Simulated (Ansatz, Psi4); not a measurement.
HO2 (hydroperoxy): from total energies to a heat of formation

The species is HO2 (3 atoms), meant as a doublet with charge 0. SMILES: `[O]O`. The shape is that of a PBE0-D4/def2-TZVP optimisation.

```
atom    x (Å)    y (Å)    z (Å)
   O  -0.3552   0.9419  -0.0887
   O  -0.2445  -0.3594  -0.1724
   H   0.5997  -0.5826   0.2611
```

Total energies at USVWN5/def2-TZVPPD (Psi4 1.11); the atoms run unrestricted:

| species | state | energy (Eh) |
| --- | --- | --- |
| HO2 | doublet | -149.906524 |
| O | triplet | -74.526389 |
| H | doublet | -0.478344 |

Harmonic wavenumbers at UPBE0-D4/def2-TZVP, in cm⁻¹: 1226, 1458, 3631.

Measured heats of formation of the gaseous atoms at 298.15 K, in kJ/mol: O 249.2, H 218.0. Spin-orbit lowering of the atoms at 298 K (mean of the ground term's levels less their thermal mean, from spectra), in kJ/mol: O 0.40. Take 1 Eh = 2625.50 kJ/mol, 1 cm⁻¹ = 0.0119627 kJ/mol, RT = 2.479 kJ/mol.

**Question.** What heat of formation follows?

**Answer.** 
1. Electronic atomisation energy: 2 × (-74.526389) + (-0.478344) − (-149.906524) = 0.375402 Eh = 985.6 kJ/mol.
2. Zero-point energy: half the sum of the wavenumbers, 3157.5 cm⁻¹ = 37.8 kJ/mol.
3. Thermal vibrational enthalpy, Σ hcν̃/(exp(hcν̃/kT) − 1): 0.1 kJ/mol. Translation, rotation and pV of a non-linear molecule: 4 RT = 9.9 kJ/mol.
4. The 3 free atoms carry 5/2 RT each: 18.6 kJ/mol.
5. Spin-orbit coupling lowers the free atoms by 2 × 0.40 = 0.8 kJ/mol.
6. Atomisation enthalpy at 298 K: 985.6 − 0.8 − 37.8 − 0.1 − 9.9 + 18.6 = 955.6 kJ/mol.
7. Sum of the atoms' heats of formation: 716.4 kJ/mol. Heat of formation: 716.4 − 955.6 = -239.2 kJ/mol.

No measured value is set beside it here. The LDA overbinds, which puts heats of formation too low. Anharmonicity and any spin-orbit splitting of the molecule are left out.
